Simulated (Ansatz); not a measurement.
Density of states of Ti₂CuSb₃ (P-4m2, a = 3.790 Å, b = 3.790 Å, c = 8.251 Å, α = 90.00°, β = 90.00°, γ = 90.00°), in states per eV and primitive cell, averaged over bins of 0.5 eV. Level of theory: DFT r2SCAN, scalar-relativistic, plane waves, PAW in Ansatz 0.2.0.

Settings: cutoff 500 eV, Γ-centred mesh 10×10×4 on the computed 6-atom cell, Gaussian smearing of 0.10 eV; no spin polarisation.

The cell is relaxed at this level. The states (both spins) are summed by tetrahedra on a 15×15×6 mesh at the self-consistent density. Energies are bin centres; the table starts no lower than −8 eV and ends at 6 eV, or lower where the solved bands end.

It is a metal at this level.

```csv
E − E_F (eV),total,Ti 3d,Sb 5p,Cu 3d,Ti 4s
-6.50,0.35,0.02,0.19,0.02,0.03
-6.00,0.73,0.04,0.40,0.05,0.06
-5.50,1.27,0.09,0.75,0.10,0.10
-5.00,3.19,0.30,2.08,0.29,0.20
-4.50,3.49,0.36,2.11,0.50,0.20
-4.00,4.85,0.39,1.95,2.17,0.12
-3.50,5.53,0.41,1.39,3.40,0.07
-3.00,10.95,0.58,1.18,8.75,0.09
-2.50,4.67,0.61,1.60,1.98,0.07
-2.00,4.41,1.04,2.06,0.86,0.08
-1.50,5.96,2.09,2.95,0.51,0.06
-1.00,5.14,2.31,2.10,0.40,0.04
-0.50,3.62,2.04,1.10,0.20,0.04
0.00,4.05,2.81,0.64,0.14,0.10
0.50,3.80,2.88,0.42,0.10,0.07
1.00,3.12,2.62,0.27,0.06,0.02
1.50,5.39,4.53,0.42,0.04,0.07
2.00,7.31,5.46,1.10,0.06,0.12
2.50,5.12,3.13,1.18,0.05,0.07
3.00,3.45,1.69,1.07,0.02,0.09
3.50,3.52,1.51,1.34,0.01,0.09
4.00,5.13,1.81,2.25,0.02,0.29
4.50,3.21,0.94,1.44,0.01,0.20
5.00,2.22,0.31,0.56,0.01,0.40
5.50,2.96,0.29,0.69,0.01,0.52
```

The columns after the total are the main Löwdin projections on the occupied valence shells of the potentials; 4 others are left out. The rest of the total lies in those, in shells that are empty in the free atom, which aren't projected, and between the atoms.

Spin-orbit coupling is left out, which matters for the bands of heavy elements.

Cost: 1 run of about 7.2 core-minutes, on Arm Neoverse V1 (shared hosts).